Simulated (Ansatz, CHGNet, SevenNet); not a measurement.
SiSe2 (Ibam, No. 72), volume per atom

Reference value: 28.28 Å³/atom (measured, temperature not stated, copied from a table, unchecked, not corrected to a static lattice; as tabulated in Acta Crystallographica B 38, 1270 (1982)).

```json
[
 {"level (code)": "CHGNet 0.3.0", "value (Å³/atom)": "34.87", "difference (%)": "+23"},
 {"level (code)": "SevenNet-0", "value (Å³/atom)": "35.31", "difference (%)": "+25"},
 {"level (code)": "SevenNet-l3i5", "value (Å³/atom)": "36.57", "difference (%)": "+29"},
 {"level (code)": "LDA (Ansatz)", "value (Å³/atom)": "25.95", "difference (%)": "-8.2"},
 {"level (code)": "PBE (Ansatz)", "value (Å³/atom)": "36.76", "difference (%)": "+30"},
 {"level (code)": "PBEsol (Ansatz)", "value (Å³/atom)": "28.61", "difference (%)": "+1.2"},
 {"level (code)": "PBE-D3(BJ) (Ansatz)", "value (Å³/atom)": "27.03", "difference (%)": "-4.4"},
 {"level (code)": "PBE-D4 (Ansatz)", "value (Å³/atom)": "26.84", "difference (%)": "-5.1"}
]
```

Leaving aside CHGNet 0.3.0 (doubt noted below), SevenNet-0 (doubt noted below): The reference's temperature isn't stated, so close values are not ranked against it. Off by more than 7.5 %, or 10.5 % on the side where a correction would as a rule narrow the miss (bounds picked here): PBE (+30 %), SevenNet-l3i5 (+29 %).

The measured value isn't corrected to a static lattice, so vibrations enter the comparison. A static lattice is as a rule a little smaller than the measured one.  CHGNet 0.3.0, SevenNet-0: the cell has another shape than the first-principles one, perhaps another minimum in the same group. SevenNet-l3i5: the cell moved over 20 % in volume from its start. Ansatz's density-functional and Hartree–Fock values are scalar-relativistic unless marked +SOC, with PAW data made under PBE.

Machine-learned potentials (CHGNet 0.3.0, SevenNet-0, SevenNet-l3i5) are trained on DFT data: a solid inside that data is no test of them.

Differences are worked out from the printed values.

Ansatz is a first-principles code.
